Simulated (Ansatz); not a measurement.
A run of Ansatz (development build ahead of 0.2.0) on singlet NH3 at this shape:

```json
{"atom": "N", "x (Å)": "-0.0006", "y (Å)": "-0.0258", "z (Å)": "0.0917"}
{"atom": "H", "x (Å)": "1.1367", "y (Å)": "0.0408", "z (Å)": "-0.2986"}
{"atom": "H", "x (Å)": "-0.6068", "y (Å)": "0.9901", "z (Å)": "-0.3053"}
{"atom": "H", "x (Å)": "-0.5351", "y (Å)": "-1.0263", "z (Å)": "-0.3437"}
```

Its results:

| Item | Value |
| --- | --- |
| Converged | yes |
| Total energy | -56.06180 hartree |
| Spin squared of the determinant | 0.000 |

Task: Which input gives this output? Name the method, the orbitals and the basis set, and write the input.

Result: RHF in def2-SVP. An unrestricted run that stays on the closed shell gives the same numbers.

```yaml
crystal:
  periodic: [false, false, false]
  atoms:
    - { symbol: "N", position_ang: [-0.00058, -0.02581, 0.09174] }
    - { symbol: H, position_ang: [1.13669, 0.04082, -0.29864] }
    - { symbol: H, position_ang: [-0.60684, 0.9901, -0.30526] }
    - { symbol: H, position_ang: [-0.53507, -1.02633, -0.34367] }
basis:
  gaussian: { orbitals: def2-SVP }
hamiltonian:
  xc: hf
```

Caution: stretched shape with no unrestricted run beside it, a lower state can exist.
